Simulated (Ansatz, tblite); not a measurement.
# The cluster PtBr₂: rung by rung

One table from this session's results is given with a row withheld; the runs are named, their logs left out.

Computed with Ansatz 0.2.0, Gaussian basis. Level: as each input shows.

The runs, in order: GFN1-xTB, GFN2-xTB, PBE-D4/def2-TZVP, r2SCAN-D4/def2-TZVP, revPBE-D4/def2-TZVP, PBE-QIDH/def2-TZVP, CAM-B3LYP-D4/def2-TZVP, ωB97M-V/def2-TZVP, B3LYP-D4/def2-TZVP, LC-ωPBE(0.10)/def2-TZVP, LC-ωPBE(0.15)/def2-TZVP, LC-ωPBE(0.20)/def2-TZVP, LC-ωPBE(0.30)/def2-TZVP, PBE-D4/def2-SVP, PBE0-D4/def2-SVP, PBE0-D4/def2-TZVPD, PBE-D4/def2-TZVPD, r2SCAN-D4/def2-TZVPD, CCSD(T)/def2-TZVPP, MP2/def2-TZVP, RPA/def2-TZVP.

2 further runs of the same task are left out: 2 set aside as unsound or not needed. Runs told in other sessions of the task aren't counted.

### The geometry

The singlet was relaxed beforehand with B3LYP-D4/def2-TZVP. At that level it is the lowest of the isomers that a small search found.

3 atoms, charge 0, spin multiplicity 1.

Bond lengths: Pt1–Br2 2.318 Å, Pt1–Br3 2.318 Å. Angles: Br2–Pt1–Br3 112.4°.

Pt takes a core potential in the def2 sets. No spin-orbit coupling is included.

PBE0-D4/def2-TZVP was run before; its log isn't repeated, and its numbers join the tables.

Set-up of the first run:

Tight binding, by tblite at 300 K electronic temperature and without a spin-polarisation term:

```python
tblite.interface.Calculator('GFN1-xTB', numbers, positions, charge=0, uhf=0).singlepoint()
```

Tight binding, by tblite at 300 K electronic temperature and without a spin-polarisation term:

```python
tblite.interface.Calculator('GFN2-xTB', numbers, positions, charge=0, uhf=0).singlepoint()
```

start.molden holds the orbitals of an earlier run on this state, given as this run's starting guess.

The input, in.yaml:

```yaml
crystal:
  periodic: [false, false, false]
  atoms:
    - {symbol: Pt, position_ang: [-0.009166, 0.856546, 0.076553]}
    - {symbol: Br, position_ang: [-1.788414, -0.384745, -0.740393]}
    - {symbol: Br, position_ang: [1.797580, -0.471801, 0.663850]}
basis:
  gaussian: {orbitals: def2-TZVP, initial_orbitals: start.molden}
hamiltonian: {xc: pbe, dispersion: d4}
scf: {omitted_lower_state_checks: [starts]}
output: {orbitals: {seedname: orbitals}}
```

On the command line:

```sh
$ ansatz run in.yaml --threads 4 --pin off --events-out ev --progress --plain --max-ram 3916MiB
```

Steps of the session up to this table: PBE-D4/def2-TZVP; r2SCAN-D4/def2-TZVP; revPBE-D4/def2-TZVP; PBE-QIDH/def2-TZVP; CAM-B3LYP-D4/def2-TZVP; ωB97M-V/def2-TZVP; B3LYP-D4/def2-TZVP; LC-ωPBE(0.10)/def2-TZVP; LC-ωPBE(0.15)/def2-TZVP; LC-ωPBE(0.20)/def2-TZVP; LC-ωPBE(0.30)/def2-TZVP; PBE-D4/def2-SVP; PBE0-D4/def2-SVP; PBE0-D4/def2-TZVPD; PBE-D4/def2-TZVPD; r2SCAN-D4/def2-TZVPD; CCSD(T)/def2-TZVPP; MP2/def2-TZVP; RPA/def2-TZVP.

One of the session's tables, all rows but one given; the rest of the session is left out.

It belongs to the step «Binding energy». 

| level | binding an atom (eV) |
| --- | --- |
| HF/def2-TZVP | 0.837 |
| HF/def2-TZVPP | 0.853 |
| PBE-D4/def2-SVP | ? |
| PBE-D4/def2-TZVP | 2.123 |
| PBE-D4/def2-TZVPD | 2.121 |
| revPBE-D4/def2-TZVP | 1.993 |
| r2SCAN-D4/def2-TZVP | 2.059 |
| r2SCAN-D4/def2-TZVPD | 2.059 |
| B3LYP-D4/def2-TZVP | 1.855 |
| PBE0-D4/def2-SVP | 1.862 |
| PBE0-D4/def2-TZVP | 1.926 |
| PBE0-D4/def2-TZVPD | 1.926 |
| CAM-B3LYP-D4/def2-TZVP | 1.792 |
| ωB97M-V/def2-TZVP | 1.823 |
| PBE-QIDH/def2-TZVP | 1.902 |
| MP2/def2-TZVP | 2.004 |
| CCSD/def2-TZVPP | 1.744 |
| CCSD(T)/def2-TZVPP | 1.902 |

**Question.** Estimate the row for PBE-D4/def2-SVP.

As computed: binding an atom (eV): 2.075. In the column «binding an atom (eV)» it lies between r2SCAN-D4/def2-TZVPD (2.059) and PBE-D4/def2-TZVPD (2.121).

Caveats from the session: Free atoms were run apart at each level; binding is atoms less cluster, divided by the number of atoms, without zero-point or spin-orbit terms.
